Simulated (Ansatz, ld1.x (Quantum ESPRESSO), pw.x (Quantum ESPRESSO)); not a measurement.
**gold (Au): does the TM potential hold in the solid?**

```
Element                 : Au
Generator               : ld1.x (Quantum ESPRESSO) 7.5
Type                    : norm-conserving Troullier–Martins (Kleinman–Bylander form)
Functional              : PBEsol
Relativity              : scalar-relativistic
Frozen core             : [Xe] 4f14
Valence charge          : 11
Reference configuration : 5d10 6s1 6p0
Partial waves           : 6p (bound, empty): rc 2.55 bohr; 5d (bound): rc 1.85 bohr; 6s (bound): rc 2.10 bohr
Local potential         : the s channel
Core correction         : Bessel-smoothed model core inside 1.05 bohr
```

Crystal test: diamond Au in pw.x 7.5, no spin, 8³ k-points, Fermi–Dirac smearing 0.01 Ry, cutoffs 85/340 Ry. The reference is all-electron LAPW (Ansatz 0.2.0) with the same functional, mesh and smearing; V0 and B0 come from Birch–Murnaghan fits to the pressures at five volumes. Errors are pseudo minus all-electron; Δ is the rms difference of the E(V) curves that follow from these fits, minima aligned, over ±6 % about the mean V0. Mesh and smearing are coarse, so the numbers serve the comparison and aren't converged zero-temperature values; the lattice is a test structure that the element need not adopt.

All-electron: a0 = 6.022 Å (V0 = 27.29 Å³/atom), B0 = 69.0 GPa.

Problem. How far does the potential miss the all-electron equation of state?

Solution. mean pressure error (GPa): +2.93; a0 (Å): 6.102; a0 error (%): +1.34; B0 error (%): -6.7; Δ (meV/atom): 16.3. This is a poor potential for the solid.

| V (Å³/atom) | P all-electron (GPa) | P pseudo (GPa) |
| --- | --- | --- |
| 25.927 | 4.12 | 7.70 |
| 26.610 | 1.88 | 5.10 |
| 27.292 | 0.00 | 2.90 |
| 27.974 | -1.58 | 1.03 |
| 28.657 | -2.91 | -0.55 |

Problem. At the middle volume, how do free energy and pressure move when the wave cutoff is lowered (ecutrho kept at four times it)?

Solution.

```csv
cutoff (Ry),shift of F (meV/atom),shift of P (GPa)
38,+570.8,-23.33
51,+16.7,-0.35
68,+8.4,-0.09
```

The run at the middle volume (29 k-points, 9 iterations) took about 44 s on one core of a shared host (Neoverse-V1, 32 threads, 247 GiB, load 46).
